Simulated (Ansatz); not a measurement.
System: zinc-blende BeTe. Method: B3LYP (VWN-RPA form) (plane waves, PAW; Ansatz, a program for electronic structure).

Run with plane-wave cutoff 460 eV, 8×8×8 k mesh, Fermi–Dirac smearing 0.01 eV, scalar-relativistic PAW data made under PBE.

A third-order Birch–Murnaghan fit to the energies gives V0 = 23.183 Å³/atom, B0 = 55.8 GPa, B′ = 4.0.

| V (Å³/atom) | P (GPa) |
|---|---|
| 22.115 | 2.887 |
| 22.604 | (withheld) |
| 23.098 | 0.204 |
| 23.763 | -1.315 |
| 24.343 | (withheld) |

Question: Estimate the withheld pressures from this fit; the answers are the runs' own values.

Answer: 
- 22.604, P (GPa): 1.483
- 24.343, P (GPa): -2.473

The formula P = (3/2) B0 (x^(7/3) − x^(5/3)) [1 + (3/4)(B′ − 4)(x^(2/3) − 1)] with x = V0/V meets the computed pressures within 0.01 GPa when these rounded values are put in.

Measured, for comparison: bulk modulus 67 GPa (room temperature, not corrected to a static lattice; as tabulated in Elmahjoubi et al. (2023), arXiv:2303.01780); equilibrium volume per atom 22.26 Å³/atom (temperature not stated, not corrected to a static lattice; as tabulated in Bernardini et al. (2000), arXiv:cond-mat/0007180). Computed (rounded) less measured: bulk modulus -17 %, equilibrium volume per atom +4.1 %.

Spin–orbit coupling is not included.

Computed values are for the static lattice.
